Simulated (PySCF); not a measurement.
# AlO−: from the state search to spectroscopic constants

Aim: find the lowest electronic state of AlO−, scan its bond at several levels of theory, and get bond length, wavenumber and dissociation energy from each curve.

Computed with PySCF 2.14.0. Level: Al aug-cc-pV(D+d)Z, O aug-cc-pVDZ, no relativity.

2 further runs of the same task are left out: 2 set aside as unsound or not needed.

## (1) The job

Settings of the job:

```yaml
atoms: Al, O
charge: -1
basis: Al aug-cc-pV(D+d)Z, O aug-cc-pVDZ
Hamiltonian: no relativity
basis_functions: 55
electrons_treated: 22
masses_in_u: 26.9815, 15.9949
levels: PBE0, PBE, r²SCAN, B3LYP, revPBE, B2PLYP, CAM-B3LYP, MP2, SCS-MP2, CCSD, CCSD(T)
grid: 80 radial by 434 angular points
occupations: held fixed by the projection of orbital angular momentum
dissociation_limit: Al + O−, each in its ground configuration
starting_distance_in_angstrom: 1.895
values_of_2S_to_try: 0, 2
```

Launch:

```
$ OMP_NUM_THREADS=1 python dia.py task.json out
```

The runs that follow: PBE0 along the bond; PBE; r²SCAN; B3LYP (global hybrid GGA); revPBE (GGA); B2PLYP; CAM-B3LYP (range-separated hybrid); Correlated methods on the Hartree–Fock reference.

Q: Predict the outcome of this session. Wanted: for each run, Re; ωe; De; μ.

The runs gave:

Lowest PBE0 solution found, without spin–orbit coupling: ¹Σ⁺ (singlet), closed shell.

| level | Re (Å) | ωe (cm⁻¹) | De (eV) | μ (D) |
| --- | --- | --- | --- | --- |
| RHF-MP2 | 1.680 | 882 | 6.55 | n/a |
| RHF-SCS-MP2 | 1.675 | 897 | 6.31 | n/a |
| RHF-CCSD | 1.657 | 951 | 5.82 | n/a |
| RHF-CCSD(T) | 1.669 | 911 | 6.04 | n/a |
| PBE | 1.669 | 897 | 6.27 | -1.06 |
| revPBE | 1.675 | 886 | 6.02 | -0.99 |
| r²SCAN | 1.651 | 944 | 6.23 | -0.99 |
| B3LYP | 1.650 | 944 | 5.95 | -1.41 |
| PBE0 | 1.645 | 960 | 6.02 | -1.26 |
| CAM-B3LYP | 1.638 | 977 | 5.99 | -1.57 |
| B2PLYP | 1.663 | 909 | 6.18 | -1.71 |

De is counted to Al + O− in their ground configurations. A positive dipole points from Al to O; in an ion it is taken about the centre of mass and does not tell which atom is negative.

The methods spread over 0.042 Å in bond length, from CAM-B3LYP to RHF-MP2. Of the levels with a De here, RHF-CCSD gives the least (5.82 eV) and RHF-MP2 the most (6.55 eV).

Correlated steps freeze 6 core orbitals. B2PLYP dipoles, levels and charges come from its SCF part alone. T1 is 0.033 near the minimum (highest on the curve 0.048), which may point to more than one leading configuration. With some functionals the highest level of the anion is positive, from self-interaction error or because the anion is truly unbound there; the finite basis then holds the extra electron, and no neutral molecule was run to test the binding.
